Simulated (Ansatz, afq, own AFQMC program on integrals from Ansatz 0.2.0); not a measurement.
**AlCCl, triplet in cc-pVDZ, levels against CCSDT(Q)**

```yaml
atoms:
  - { symbol: Al, position_ang: [0.0000, 0.0000, 1.8452] }
  - { symbol: C, position_ang: [0.0000, 0.0000, -0.0999] }
  - { symbol: Cl, position_ang: [0.0000, 0.0000, -1.7453] }
```

Connectivity, by distances: Al–C–Cl.

Basis cc-pVDZ. Noble-gas cores (and the filled d shells of Ga–Kr and In–Xe) are frozen. Integrals, coupled cluster, full CI and functionals: Ansatz 0.2.0; the random walks run on the same integrals in our own AFQMC program. The CISD trial takes its coefficients from CCSD amplitudes. Released means that phaseless walkers are propagated on without the constraint, phases kept. Error bars are statistical, one sigma.

Determinant: UHF, the one that the program's search chose, which needn't be the lowest solution. The geometry is a PBE0/def2-TZVP stationary point of this or a neighbouring charge and spin state.

No full CI on the walks' own integrals is used here; CCSDT(Q) serves as the reference and is uncertain by about the last step of the cluster series.

Cautions: lower spins were not checked.

The T1 diagnostic is 0.0260 and the weight of the determinant in the CISD state is 0.833. The ⟨S²⟩ of the determinant is 2.036 and the size of the correlated space is 14 electrons in 39 orbitals.

```tsv
level	correlation energy (eV)
MP2	-7.1687
CCSD	-8.2112
CCSD(T)	-8.4679
```

(1) Estimate where phaseless AFQMC with the Hartree–Fock trial lies against CCSD(T) on the same integrals.

(1) 9.62 ± 3.03 mEh below CCSD(T).

Reference: CCSDT(Q), correlation energy -8.529 eV.

```csv
level,E − E(reference) (mEh),share of correlation (%)
CCSD(T),2.24,99.28
CCSDT,0.80,99.75
ph-AFQMC/HF,-7.38 ± 3.03,102.35
ph-AFQMC/CISD,1.10 ± 0.37,99.65
```

A walk keeps the symmetry of its determinant, which the program's search chose and which needn't be the lowest solution, so a lower state of the same spin and another symmetry isn't excluded.
